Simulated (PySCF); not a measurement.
Partners of aluminium trichloride

Gas-phase complexes of aluminium trichloride, each in one structure from a short search with a few starts, optimised by PBE0-D3(BJ)/def2-SVPD; other ways of binding may lie lower. Energies in kcal/mol, wB97M-D3(BJ)/def2-TZVPD, counterpoise-corrected (PySCF): interaction is complex less parts frozen as they stand in it, binding adds what it costs to deform them. Contacts are written partner···aluminium trichloride; electrostatic, Pauli and orbital are terms of the uncorrected same energy, whose rest is dispersion or correlation.

Frequency runs check all these structures; these show no clear imaginary mode.

(1) Order these partners of aluminium trichloride by binding energy, strongest first: fluoride, ammonia, hydrogen sulfide, water, bromide, chloride.

## Answers

(1) fluoride (-116.8), chloride (-74.6), bromide (-64.5), ammonia (-39.0), water (-27.7), hydrogen sulfide (-17.7).
| partner | contact | distance (Å) | binding | interaction | electrostatic | Pauli | orbital |
| --- | --- | --- | --- | --- | --- | --- | --- |
| fluoride | F···Al | 1.70 | -116.8 | -140.2 | -167.9 | 107.0 | -78.7 |
| chloride | Cl···Al | 2.17 | -74.6 | -97.6 | -106.9 | 83.8 | -73.0 |
| bromide | Br···Al | 2.33 | -64.5 | -87.2 | -94.4 | 78.8 | -70.1 |
| ammonia | N···Al | 2.00 | -39.0 | -46.3 | -78.9 | 75.4 | -40.6 |
| water | O···Al | 1.96 | -27.7 | -33.6 | -58.5 | 58.7 | -32.0 |
| hydrogen sulfide | S···Al | 2.47 | -17.7 | -23.0 | -39.0 | 50.4 | -32.0 |
